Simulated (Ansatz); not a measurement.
# SiPH (singlet): from Hartree-Fock to the top rungs at scale of all distances = 1.000, 6-31G

How much of the correlation energy of SiPH (singlet) does each wave-function method recover here?

Computed with Ansatz 0.2.0, Gaussian basis. Level: 6-31G, core rule «outside noble gas», up to 10 orbitals frozen.

To be run: UHF; CCSD(T) on RHF; CCSD(T) on UHF; BCCD(T) on RHF; CISD; CCSDT(Q) on RHF; CCSDT(Q) on UHF; CISDTQ; CCSDTQ on RHF; CASSCF and MRCISD+Q, 2 electrons in 2 orbitals; CASSCF and NEVPT2, 2 electrons in 2 orbitals; CASSCF and MRCISD+Q, 10 electrons in 9 orbitals; CASSCF and NEVPT2, 10 electrons in 9 orbitals; Full CI.

19 further runs of the same task are left out: 1 for a known fault of the program, 16 that didn't finish, 2 set aside as unsound or not needed.

### Step 1. The geometry

The geometry derives from a PBE0/def2-TZVP stationary point (not a proven minimum). All distances are scaled together.

3 atoms, charge 0, spin multiplicity 1.

Atoms are counted from 1 here; the program's logs count them from 0.

Bond lengths: Si1–P2 1.944 Å, Si1–H3 1.483 Å. Angles: P2–Si1–H3 180.0°.

Geometry (Å):

| atom | x (Å) | y (Å) | z (Å) |
| --- | --- | --- | --- |
| Si1 | 0.00000 | 0.00000 | 0.15380 |
| P2 | 0.00000 | 0.00000 | -1.79060 |
| H3 | 0.00000 | 0.00000 | 1.63680 |

### Step 2. UHF

File in.yaml:

```yaml
crystal:
  periodic: [false, false, false]
  atoms:
    - {symbol: Si, position_ang: [0.000000, 0.000000, 0.153800]}
    - {symbol: P, position_ang: [0.000000, 0.000000, -1.790600]}
    - {symbol: H, position_ang: [0.000000, 0.000000, 1.636800]}
basis:
  gaussian: {orbitals: 6-31G}
magnetization: {spin_polarized: true, initial_magnetization: 0}
hamiltonian: {xc: hf}
output: {orbitals: {seedname: orbitals}}
```

Run with:

```
$ ansatz run in.yaml --threads 1 --pin off --events-out ev --progress --plain --max-ram 2393MiB
```

Further steps of the session: CCSD(T) on RHF; CCSD(T) on UHF; BCCD(T) on RHF; CISD; CCSDT(Q) on RHF; CCSDT(Q) on UHF; CISDTQ; CCSDTQ on RHF; CASSCF and MRCISD+Q, 2 electrons in 2 orbitals; CASSCF and NEVPT2, 2 electrons in 2 orbitals; CASSCF and MRCISD+Q, 10 electrons in 9 orbitals; CASSCF and NEVPT2, 10 electrons in 9 orbitals; Full CI.

Before running them: what should the planned runs give, taken together? Wanted: FCI below the RHF energy; RMP2 from FCI; RCCSD from FCI; RCCSD(T) from FCI; RCCSDT(Q) from FCI; NEVPT2 pair from FCI; MRCISD+Q pair from FCI; NEVPT2 valence from FCI; T1 diagnostic.

The runs gave:

| quantity | value |
| --- | --- |
| FCI below the RHF energy | -4.0733 eV |
| RMP2 from FCI | +500.4 meV |
| RCCSD from FCI | +184.4 meV |
| RCCSD(T) from FCI | +53.6 meV |
| RCCSDT(Q) from FCI | +0.4 meV |
| NEVPT2 pair from FCI | +565.0 meV |
| MRCISD+Q pair from FCI | +77.3 meV |
| NEVPT2 valence from FCI | +261.3 meV |
| levels within 1 kcal/mol (43 meV) | RCCSDT, CISDTQ, RCCSDT(Q), RCCSDTQ, MRCISD valence, MRCISD+Q valence |
| T1 diagnostic | 0.019 |
| effectively unpaired electrons | 0.21 |

In words: RCCSD(T) misses by +53.6 meV, 1.3 % of the correlation energy. The occupations show some static correlation. Of the multireference levels listed MRCISD+Q valence comes nearest in total energy (+5.7 meV), which doesn't show that its space is the better one. These misses are within one basis, not against nature.
